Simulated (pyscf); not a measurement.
A first-order saddle from PySCF, ωB97X-D3(BJ)/def2-SVP:

```xyz
8

As    -2.0957    -1.1696     0.3592
O     -0.9719     0.2258     0.6051
H     -1.4345    -1.7213    -0.9055
H     -3.1056    -0.3839    -0.4784
H      0.2861     0.2502     0.3918
Si    -0.4538     1.4685    -0.7072
H      1.0169     0.7653    -0.0827
H     -0.4006     0.4166    -1.8246
```
Charge 0, spin multiplicity 1.

Surface: singlet, charge 0. Lowest wavenumbers (cm⁻¹): 1434i, 116, 148, 200, 515.

Problem. Which two sides does it connect, and which bonds change?

Solution. HO–AsH₂ + SiH₂ [singlet] ⇌ :HSi–O–AsH₂ [singlet] + H₂, a four-centre exchange read from left to right: H–O, H–Si broken and O–Si, H–H formed. At ωB97M-D3(BJ)/def2-TZVP it lies -0.3 kcal/mol from the left side and +30.3 kcal/mol from the right (each side as separated species at their lowest minima found). On the reactant side the descent ends in an adduct with a O–Si contact, 23.2 kcal/mol under the separated species and 21.3 kcal/mol under the saddle at ωB97X-D3(BJ)/def2-TZVP. At ωB97M-D3(BJ) the saddle lies under the separated reactants, which points to a path from their complex (located at ωB97X-D3(BJ) alone). What is counted as formed (O–Si) is already present as a longer contact in the reactant adduct; forming that adduct is a step of its own. At the saddle there is also a short H–Si contact that neither side keeps. The same reactants have a lower exit, to HO–SiH₂–AsH₂ (barrier -15.2 kcal/mol at ωB97M-D3(BJ)/def2-TZVP, against -0.3 kcal/mol here). :HSi–O–AsH₂ [singlet] lies 25.0 kcal/mol over its isomer HO–SiH=AsH (electronic energy, ωB97M-D3(BJ)/def2-TZVP). This is the saddle that the search found; another between the same sides may lie lower. Elements up to Kr have no core potential and no relativistic terms here.
